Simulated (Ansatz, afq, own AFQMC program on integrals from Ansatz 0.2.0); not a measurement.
AFQMC on a folder of integrals that Ansatz 0.2.0 wrote.

```yaml
crystal:
  periodic: [false, false, false]
  atoms:
    - {symbol: N, position_ang: [0.000000, -0.189842, 0.586375]}
    - {symbol: O, position_ang: [0.000000, 0.123764, -0.585449]}
    - {symbol: H, position_ang: [0.000000, 0.673560, 1.144562]}
basis:
  gaussian: {orbitals: cc-pVDZ}
magnetization: {spin_polarized: true, initial_magnetization: 2}
correlation: {method: ccsd_t, electrons: outside_noble_gas, hamiltonian_folder: ham}
```

```sh
$ ansatz run in.yaml --threads 1 --pin off --events-out ev --progress --plain --max-ram 1382MiB
```

afq runs on the folder ham with

```
--method phaseless --trial hf --walkers 120 --populations 1 --least-time 40 --time-step 0.005 --steps-per-block 20 --equilibration-blocks 112 --max-blocks 600 --target-error 0.00126 --factor-cut 1e-05 --start spin_pure --seed 7423 --taylor-order 6
```

Times are imaginary, in 1/Eh. The walk had a cap of 820 s.

Output of the walk:

```
orbitals 31  electrons 7 5  factors 233 of 309
reference energy -129.80236866 Eh
CCSD correlation -0.32750232 Eh in 12 cycles, weight of the determinant in the CISD state 0.8759
energy of the start -129.802946 Eh
 block  time / (1/Eh)  mean weight  energy / Eh
     1     0.100  0.9991  -129.902197
     2     0.200  1.0047  -129.966360
     3     0.300  0.9982  -130.053997
     4     0.400  1.0022  -130.047570
     5     0.500  0.9992  -130.071297
     8     0.800  0.9991  -130.129696
    18     1.800  0.9992  -130.131441
    69     6.900  1.0048  -130.217209
   120    12.000  1.0023  -130.121684
   171    17.100  0.9980  -130.146112
   222    22.200  1.0023  -130.135162
   256    25.600  1.0027  -130.250355
   273    27.300  1.0007  -130.106526
   324    32.400  1.0017  -130.137895
   375    37.500  1.0011  -130.131089
   426    42.600  1.0003  -130.151149
   477    47.700  1.0001  -130.140672
   528    52.800  1.0010  -130.133948
   579    57.900  1.0008  -130.094621
   630    63.000  0.9977  -130.101461
   681    68.100  1.0026  -130.146036
   698    69.800  0.9979  -130.097574
blocks merged  error / Eh  count
     1  0.001118  600
     2  0.001465  300
     4  0.001844  150
     8  0.002150  75
    16  0.002483  37
    32  0.002906  18
    64  0.001430  9
energy -130.140582 +/- 0.002906 Eh
(rows thinned)
```

The run passed its tests (sampling time, drift between the halves within three errors, error under three times the target), which doesn't prove that it has relaxed.

Against this walk (error 79.1 meV) on the same determinant: CCSD(T) 52.8 meV higher (within the noise), CCSDT(Q) 5.0 meV higher (within the noise), a separate phaseless walk with a CISD trial and standard settings 43.6 ± 80.3 meV higher (within the noise). The error is statistical and leaves out the bias of the constraint.

Cautions: constraint bias not in the error; error above the target (79.1 against 34.3 meV); lower spins were not checked.

The walk took 2.2 min on 1 thread of Intel(R) Xeon(R) 6975P-C (Granite Rapids), with other jobs on the host. The log's last line is the phaseless energy.

CCSDT and higher add their correlation energy to the determinant of the CCSD(T) run, since their own runs factorise the integrals more tightly (a shift of under 2 meV). A walk keeps the symmetry of its determinant, which the program's search chose and which needn't be the lowest solution, so a lower state of the same spin and another symmetry isn't excluded.
